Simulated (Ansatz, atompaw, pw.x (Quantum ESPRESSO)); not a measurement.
# What a changed setting does to a pw.x run (fcc N)

Potential: PAW, atompaw 4.2.0.5, PBEsol; core [He], reference 2s2 2p3; waves: 2s (bound): rc 0.90 bohr; 2s channel at -0.9 Ry: rc 0.90 bohr; 2p (bound): rc 1.70 bohr; 2p channel at 1.8 Ry: rc 1.70 bohr; 3d channel at 0.2 Ry: rc 1.70 bohr; 3d channel at 2.4 Ry: rc 1.70 bohr; local part: troulliermartins scheme with l = 3 at -0.5 Ry, radius 1.55 bohr; core correction: smooth core density matched at 1.55 bohr; augmentation: sinc compensation charge, radius 1.60 bohr; PAW radius 1.70 bohr; waves and projectors: custom rrkj gramschmidtortho.

The reference run (k-mesh 18³, cutoffs 60/600 Ry, Fermi–Dirac 0.01 Ry, mixing_beta 0.4, conv_thr 1e-9, no spin) gives 0.36 GPa at 7.215 Å³/atom, where all-electron LAPW gives 0.53 GPa. This run, with its own iteration cap, changes startingwfc to random.

```
&control
  calculation='scf', prefix='x', pseudo_dir='./', outdir='./tmp', tstress=.true., disk_io='none'
/
&system
  ibrav=0, nat=1, ntyp=1, ecutwfc=60, ecutrho=600, nbnd=9,
  occupations='smearing', smearing='fd', degauss=0.01
/
&electrons
  conv_thr=1e-09, mixing_beta=0.4, electron_maxstep=50, startingwfc='random'
/
ATOMIC_SPECIES
N 1.0 N.UPF
CELL_PARAMETERS angstrom
  0.00000000 1.53368245 1.53368245
  1.53368245 0.00000000 1.53368245
  1.53368245 1.53368245 0.00000000
ATOMIC_POSITIONS crystal
N 0.0000 0.0000 0.0000
K_POINTS automatic
18 18 18 0 0 0
```

```bash
pw.x < N.scf.in > N.scf.out
```

Problem. How does the run end?

Solution. It converges in 7 iterations; the free energy moves by +0.0 meV/atom and the pressure by -0.02 GPa. The result is that of the reference run.

```
Message from routine setup:
     using ibrav=0 with symmetry is DISCOURAGED, use correct ibrav instead
     lattice parameter (alat)  =       4.0987  a.u.
     unit-cell volume          =      48.6892 (a.u.)^3
     number of electrons       =         5.00
     number of Kohn-Sham states=            9
     kinetic-energy cutoff     =      60.0000  Ry
     charge density cutoff     =     600.0000  Ry
     scf convergence threshold =      1.0E-09
     Exchange-correlation= SLA PW PSX PSC
     number of k points=   195  Fermi-Dirac smearing, width (Ry)=  0.0100
     iteration #  1     ecut=    60.00 Ry     beta= 0.40
     total energy              =     -27.48802581 Ry
     estimated scf accuracy    <       0.00067056 Ry
     iteration #  2     ecut=    60.00 Ry     beta= 0.40
     total energy              =     -27.48773955 Ry
     estimated scf accuracy    <       0.00006625 Ry
     iteration #  3     ecut=    60.00 Ry     beta= 0.40
     total energy              =     -27.48772366 Ry
     estimated scf accuracy    <       0.00001290 Ry
     iteration #  4     ecut=    60.00 Ry     beta= 0.40
     total energy              =     -27.48772655 Ry
     estimated scf accuracy    <       0.00000001 Ry
     iteration #  5     ecut=    60.00 Ry     beta= 0.40
     total energy              =     -27.48772658 Ry
     estimated scf accuracy    <          1.8E-09 Ry
     iteration #  6     ecut=    60.00 Ry     beta= 0.40
     total energy              =     -27.48772658 Ry
     estimated scf accuracy    <          1.2E-09 Ry
     iteration #  7     ecut=    60.00 Ry     beta= 0.40
     the Fermi energy is     9.0843 ev
!    total energy              =     -27.48772658 Ry
     estimated scf accuracy    <          3.1E-12 Ry
     smearing contrib. (-TS)   =      -0.00295598 Ry
     The total energy is F=E-TS. E is the sum of the following terms:
     one-electron contribution =       3.55297099 Ry
     hartree contribution      =       1.56390688 Ry
     xc contribution           =      -4.61379014 Ry
     ewald contribution        =     -19.77433892 Ry
     one-center paw contrib.   =      -8.21351942 Ry
     convergence has been achieved in   7 iterations
          total   stress  (Ry/bohr**3)                   (kbar)     P=        3.49
     Message from routine punch:
     Nothing written, as per user request (disk_io='none')
```

The run took about 8.4 s on one core of a shared host (Intel(R) Xeon(R) 6975P-C, 192 threads, 378 GiB, load 17).
